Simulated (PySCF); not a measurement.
Where the electron goes

2(5H)-furanone, C4H4O2.
Atom-mapped SMILES: `[O:1]=[C:2]1[CH:3]=[CH:4][CH2:5][O:6]1` (hydrogens: H7 on C3; H8 on C4; H9, H10 on C5)

Cartesian coordinates in Å at the PBE0-D3(BJ)/def2-TZVP level; atoms count from 1:
```
atom  x, y, z in Å
O1     2.4708   -0.5009   -0.4963
C2     1.3189   -0.2947   -0.2621
C3     0.5768    0.9801   -0.1963
C4    -0.6901    0.7157    0.0957
C5    -0.8539   -0.7570    0.2375
O6     0.4313   -1.2987    0.0060
H7     1.0509    1.9342   -0.3676
H8    -1.5035    1.4179    0.2198
H9    -1.5570   -1.1701   -0.4944
H10   -1.1946   -1.0479    1.2370
```

Level of theory: TDDFT CAM-B3LYP/aug-cc-pVTZ, vertical, gas phase, core orbitals frozen in the response (PySCF 2.14.0, density-fitted response routines). Isolated species at its PBE0-D3(BJ)/def2-TZVP geometry, gas phase.

Kohn–Sham orbitals with the atoms that hold most of them (Löwdin shares over 4%, at most four atoms; ? is withheld):

```csv
orbital,ε (eV),atoms
HOMO-3,-12.26,"O6 49%, C5 16%, C4 14%, C2 7%"
HOMO-2,-10.62,"O6 40%, C4 16%, C3 14%, C2 9%"
HOMO-1,-9.68,?
HOMO,-9.56,?
LUMO,?,"C4 28%, C3 22%, C2 14%, O1 11%"
LUMO+1,0.03,"H8 38%, H10 19%, H9 19%, H7 10%"
LUMO+2,0.50,"H7 34%, H10 14%, H9 14%, C5 10%"
```

Give the leading atoms of the HOMO.

O1 (bonded to C) 63%; C2 (bonded to C and 2 O) 16%; O6 (bonded to 2 C) 8%; C3 (bonded to 2 C and H) 7%. By element: oxygen 71%, carbon 23% or more.

Which atoms hold the HOMO-1, and with what shares?

O1 (bonded to C) 25%; C3 (bonded to 2 C and H) 20%; C4 (bonded to 2 C and H) 17%; C5 (bonded to C, O and 2 H) 11%. By element: carbon 48% or more, oxygen 25% or more.

What is the LUMO energy, and the HOMO–LUMO gap?

ε(LUMO) = -0.32 eV; the gap is 9.24 eV (0.3396 hartree).

The HOMO–LUMO gap is 9.24 eV. Where does the response calculation put the lowest singlet, and from which orbitals?

S1 is at 5.14 eV (f = 0.0001), 4.10 eV below the gap, made of HOMO→LUMO (91%). 

One configuration dominates each of S1, S2, S3 and S4. Which, and how do the shares of the two leading atoms of either orbital change from the occupied to the empty one?

- S1 (5.14 eV, f 0.0001), HOMO→LUMO (91%): O1 63% → 11%, C2 16% → 14%, C4 at most 7% → 28%, C3 7% → 22%
- S2 (6.49 eV, f 0.280), HOMO-1→LUMO (93%): O1 25% → 11%, C3 20% → 22%, C4 17% → 28%
- S3 (7.01 eV, f 0.051), HOMO-2→LUMO (94%): O6 40% → at most 12%, C4 16% → 28%, C3 14% → 22%
- S4 (7.27 eV, f 0.0042), HOMO-1→LUMO+1 (82%): O1 25% → at most 10%, C3 20% → at most 10%, H8 at most 12% → 38%, H10 at most 12% → 19%

Löwdin shares depend on the basis, the more so with diffuse functions.
